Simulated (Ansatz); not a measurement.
Task: Name a neutral molecule of Al, O, Si and H with ideal-gas entropy at 298 K and 1 bar (rigid rotor, harmonic PBE0-D4/def2-TZVP) between 323 and 339 J/(mol·K) and HOMO energy (B3LYP/def2-TZVPP) between -7.25 and -6.95 eV (Ansatz, PBE0-D4/def2-TZVP geometry).

Result: `O[SiH2][AlH2]` (324 J/(mol·K), -7.23 eV). Other molecules can fit too; these were computed, each in one conformer that needn't be the lowest.

B3LYP here is the variant with VWN-RPA as its local correlation; programs differ in this.
